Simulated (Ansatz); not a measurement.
# BH₂O radical: basis-set convergence

How large a basis does BH₂O radical need? Two functionals and correlated methods are run in growing sets.

Computed with Ansatz 0.2.0, Gaussian basis. Level: one geometry, several basis sets.

Levels to be run: PBE0-D4/def2-SVP; ωB97M-V/def2-SVP; PBE0-D4/def2-QZVPP; ωB97M-V/def2-QZVPP; CCSD(T)/cc-pV(D+d)Z; CCSD(T)/cc-pV(T+d)Z; CCSD(T)/cc-pV(Q+d)Z; the functionals' def2-TZVPP values are taken from earlier runs.

## Step 1: The relaxed structure

An earlier PBE0-D4 in a triple-zeta def2 set relaxation fixed the geometry.

SMILES `B[O]`, 4 atoms, charge 0, spin multiplicity 2.

Atoms are counted from 1 here; the program's logs count them from 0.

Bond lengths: B1–O2 1.281 Å, B1–H3 1.211 Å, B1–H4 1.211 Å. Angles: O2–B1–H3 119.9°, O2–B1–H4 119.9°, H3–B1–H4 120.2°.

## Step 2: PBE0-D4 in def2-SVP

Input file in.yaml:

```yaml
crystal:
  periodic: [false, false, false]
  atoms:
    - {symbol: B, position_ang: [-0.001051, -0.010288, -0.015130]}
    - {symbol: O, position_ang: [1.025286, -0.340806, 0.676880]}
    - {symbol: H, position_ang: [-1.052622, -0.587743, 0.151623]}
    - {symbol: H, position_ang: [0.083887, 0.878536, -0.833572]}
basis:
  gaussian: {orbitals: def2-SVP}
magnetization: {spin_polarized: true, initial_magnetization: 1}
hamiltonian: {xc: pbe0, dispersion: d4}
output: {orbitals: {seedname: orbitals}}
```

The runs that follow: ωB97M-V in def2-SVP; PBE0-D4 in def2-QZVPP; ωB97M-V in def2-QZVPP; CCSD(T) in cc-pV(D+d)Z; CCSD(T) in cc-pV(T+d)Z; CCSD(T) in cc-pV(Q+d)Z.

Before running them: what should the planned runs give, taken together? Wanted: MP2 correlation recovered, cc-pV(D+d)Z; MP2 correlation recovered, cc-pV(T+d)Z; MP2 correlation recovered, cc-pV(Q+d)Z; CCSD(T) limit from def2 sets; PBE0-D4: double and triple zeta above quadruple; ωB97M-V: double and triple zeta above quadruple.

As calculated:

```
                                                                 quantity          value
                                   MP2 correlation recovered, cc-pV(D+d)Z         68.9 %
                                   MP2 correlation recovered, cc-pV(T+d)Z         88.0 %
                                   MP2 correlation recovered, cc-pV(Q+d)Z         95.0 %
CCSD(T) limit from def2 sets (earlier runs) less the limit of this series         22 meV
                          PBE0-D4: double and triple zeta above quadruple  3.39, 0.17 eV
                          ωB97M-V: double and triple zeta above quadruple  3.50, 0.16 eV
```

PBE0-D4 gains 3.22 eV from double to triple zeta, then 0.17 eV more. In cc-pV(D+d)Z MP2 holds 69 % of its limit, in cc-pV(Q+d)Z 95 %, while Hartree-Fock is within 0.063 eV in the largest set. A limit from the def2 sets, made apart, differs by 22 meV, a least measure of the doubt on such a limit. These are total energies; as a rule much of such shifts cancels in differences, which this series doesn't test.
